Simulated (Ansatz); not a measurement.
# Si, pressure series

The reference is Si in the diamond structure (space group Fd-3m, No. 227; a = 5.470 Å).

Cell and atoms are relaxed at each pressure.

Computed with PBE, PAW, 420 eV (Ansatz, an electronic-structure program; spin-orbit coupling left out).

| pressure (GPa) | volume per atom (Å³/atom) |
|---|---|
| -2 | 20.950 |
| -1 | ? |
| 0 | 20.462 |
| 0.9 | 20.259 |
| 2.1 | 20.005 |
| 4.5 | 19.541 |
| 9 | 18.802 |
| 15 | 17.991 |
| 30 | 16.490 |

Fit the third-order Birch–Murnaghan form P(V) = (3B₀/2)[(V₀/V)^(7/3) − (V₀/V)^(5/3)]·[1 + (3/4)(B₀′ − 4)((V₀/V)^(2/3) − 1)] (squares taken in P) to the rows shown and predict the withheld row.

Least squares on the printed values gives V₀ = 20.461 Å³/atom, B₀ = 89.6 GPa, B₀′ = 4.1; this predicts 20.696 Å³/atom, and the run gives 20.697 Å³/atom, in agreement.

Measured bulk modulus of Si: 100.8 GPa (static lattice; corrected from measurement; as listed in Jianwei Sun et al., Physical Review B (2011)); the computed value is 11 % below it.

Load acts through the strain it causes; cell and atoms are relaxed under it. No phonon test of stability was made. Measured, Si leaves this structure (for the β-tin structure) near 12 GPa (room temperature; as listed in arXiv:1906.07825).
